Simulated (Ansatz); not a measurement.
**Ti$_{3}$PbO$_{7}$: computed properties**

Method: DFT r2SCAN, scalar-relativistic, plane waves, PAW in Ansatz.

Settings: cutoff 500 eV, Γ-centred mesh 4×8×4 on the computed 22-atom cell, Gaussian smearing of 0.02 eV; no spin polarisation.

The structure is relaxed at this level of theory with its symmetry kept. Whether it is the stable form of this composition wasn't checked.

```xyz
22
Lattice="6.6075 0.0000 -0.0032 0.0000 3.8055 0.0000 -1.5291 0.0000 10.6468" Properties=species:S:1:pos:R:3 pbc="T T T"
Ti    2.2705    2.8541    9.5653
Ti    2.8079    0.9514    1.0783
Ti    3.7233    2.8541    6.0159
Ti    1.3550    0.9514    4.6277
Ti    0.6752    2.8541    6.9765
Ti    4.4032    0.9514    3.6671
Pb   -0.2004    2.8541    1.5996
Pb    5.2787    0.9514    9.0440
O     3.0193    2.8541    0.7776
O     2.0591    0.9514    9.8660
O     4.3325    2.8541    4.0751
O     0.7458    0.9514    6.5685
O     1.6169    2.8541    5.0960
O     3.4614    0.9514    5.5476
O     4.0558    2.8541   10.0512
O     1.0226    0.9514    0.5924
O     5.3502    2.8541    6.6944
O    -0.2719    0.9514    3.9492
O     2.6477    2.8541    7.6035
O     2.4306    0.9514    3.0401
O     0.3958    2.8541    8.7698
O     4.6825    0.9514    1.8739
```

| Item | Value |
| --- | --- |
| Space group | P2_1/m (No. 11) |
| Volume per atom | 82.1 bohr³ |
| Formation energy from the elements' standard states (uncorrected) | -2.984 eV/atom |
| Generalised Kohn–Sham band gap | 2.36 eV, indirect from (-0.500, 0.458, -0.500) to (-0.021, 0.000, -0.458) |
| Löwdin character of the top 1 eV of the valence band | O 2p 71 %, Pb 6s 18 % |
| Löwdin character of the lowest 1 eV of the conduction band | Ti 3d 86 %, O 2p 10 % |
| Electron masses at the edge by Cartesian direction of the standard setting (m_e; degenerate bands sorted by energy; no spin-orbit coupling) | x: 16, 2.3; y: 1.0, 1.1; z: over 30, over 30 |
| Hole masses at the edge by Cartesian direction of the standard setting (m_e; degenerate bands sorted by energy; no spin-orbit coupling) | x: 1.7; y: 0.95; z: over 30 |

Spin-orbit coupling is left out, which matters for the bands of heavy elements.

A ferromagnetic start lost its moments in a first run, so spin was left out; other magnetic orders weren't tried.

Cost: 3 runs of about 24 core-minutes in all, on Oxide Virtual Turin-like Processor (Zen 5) (shared hosts).